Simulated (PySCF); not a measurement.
C₂H₄, SMILES C=C. Coordinates come from a B3LYP-D3(BJ)/def2-TZVP optimisation.

Computed equilibrium geometry at B3LYP-D3(BJ)/def2-TZVP (PySCF confirms it by a frequency run) as bond lengths and angles, and its point group:
point group D2h.
Atoms: C1 C2 H3 H4 H5 H6. Bonds (Å): C1–C2 1.325, C1–H3 1.083, C1–H4 1.083, C2–H5 1.083, C2–H6 1.083. Bond angles (°): C2–C1–H3 121.7, C2–C1–H4 121.7, H3–C1–H4 116.5, C1–C2–H5 121.7, C1–C2–H6 121.7, H5–C2–H6 116.5.
